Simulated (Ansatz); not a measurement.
A made-up structure of LiAlH$_{3}$S (charge +1), closed shell:

```csv
atom,x (Å),y (Å),z (Å)
Li1,-2.4248,-1.7062,-1.5977
Al2,-0.3615,-1.1216,0.0218
S3,0.9695,1.0100,-0.1887
H4,0.6672,-1.5298,1.1731
H5,0.0930,1.9773,-0.5133
H6,-0.9161,-2.4300,-0.5175
```

It is relaxed with PBE-D4/def2-SVP and then PBE0-D4/def2-TZVP (Ansatz 0.2.0). Atoms count as bonded within 1.22 times the sum of their covalent radii (H–H: 0.88 Å). The end point is not checked to be a true minimum.

Question: Does its bonding change? (A judgement: the text doesn't fix the answer.)

Answer: Computed: Yes. Formed: Li1–H6; broken: Li1–Al2.

Where it ends: The first stage lowers the energy by 2.26 eV in 11 steps. It ends as LiAlH₃S ([Li][H][AlH][SH]), total charge +1:
```xyz
6
angstrom
Li -2.3972 -2.1234 -1.5212
Al 0.1450 -0.8979 0.2531
S 0.8366 1.1229 0.0733
H 0.6480 -2.0693 1.1559
H -0.0773 1.4458 -0.8595
H -1.1278 -1.2785 -0.7239
```

Labels in which every atom is bracketed show which atoms are joined, not bond orders.

For scale, one of the runs: PBE0-D4/def2-TZVP relaxation, 106 basis functions, launched by `ansatz run in.yaml --threads 2 --pin off --events-out ev --progress --plain --max-ram 4352MiB`. The run took about 28 s on 2 CPU threads of an Intel Xeon (shared host).
